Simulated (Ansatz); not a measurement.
# CH3BCl−: functionals against CCSD(T) at one geometry

One table from this session's results is given with a row withheld; the runs are named, their logs left out.

Method: single points in def2-TZVPPD; program: Ansatz 0.2.0, Gaussian basis.

Cores are frozen in the correlated methods.

### Starting geometry

SMILES `B[CH-]Cl`, 6 atoms, charge -1, spin multiplicity 1.

Atoms are counted from 1 here; the program's logs count them from 0.

Bond lengths: B1–C2 1.481 Å, B1–H4 1.335 Å, B1–H5 1.273 Å, C2–Cl3 1.808 Å, C2–H6 0.919 Å. Angles: C2–B1–H4 122.8°, C2–B1–H5 107.9°, H4–B1–H5 123.6°, B1–C2–Cl3 118.2°, B1–C2–H6 135.6°, Cl3–C2–H6 103.8°.

Coordinates:

```
B    -0.6743    0.0697   -0.5041
C     0.4524    0.2196    0.4449
Cl    1.1753   -1.2771    1.1573
H    -0.9186   -1.0652   -1.1631
H    -0.9600    1.2237   -0.9580
H     0.7769    0.8947    0.9776
```

Set-up of the first run:

Contents of run/in.yaml:

```yaml
crystal:
  periodic: [false, false, false]
  atoms:
    - {symbol: B, position_ang: [-0.674300, 0.069700, -0.504100]}
    - {symbol: C, position_ang: [0.452400, 0.219600, 0.444900]}
    - {symbol: Cl, position_ang: [1.175300, -1.277100, 1.157300]}
    - {symbol: H, position_ang: [-0.918600, -1.065200, -1.163100]}
    - {symbol: H, position_ang: [-0.960000, 1.223700, -0.958000]}
    - {symbol: H, position_ang: [0.776900, 0.894700, 0.977600]}
basis:
  gaussian: {orbitals: "def2-TZVPPD.json"}
total_charge: -1
correlation: {method: ccsd_t}
output: {forces: true}
```

The basis file named in the input lies beside it (Basis Set Exchange, JSON).

The command line of these runs was not kept.

Steps of the session up to this table: CCSD(T)/def2-TZVPPD; PBE0-D4/def2-TZVPPD; wB97M-V/def2-TZVPPD; r2SCAN-D4/def2-TZVPPD; PBE-D4/def2-TZVPPD; r2SCAN0-D4/def2-TZVPPD; wB97X-V/def2-TZVPPD.

One table of the session follows, with a row left open; its other results are not shown here.

| method | RMS force component (eV/Å) | angle to CCSD(T) forces (°) |
| --- | --- | --- |
| CCSD(T) | 3.399 | reference |
| PBE0-D4 | 3.478 | 2.7 |
| wB97M-V | 3.436 | 3.2 |
| r2SCAN-D4 | 3.434 | 2.4 |
| PBE-D4 | 3.466 | 1.9 |
| r2SCAN0-D4 | 3.448 | 3.3 |
| wB97X-V | ? | ? |

Q: Estimate the row for wB97X-V from the others.

As computed: RMS force component (eV/Å): 3.497; angle to CCSD(T) forces (°): 2.6. In the column «RMS force component (eV/Å)» it is the highest.
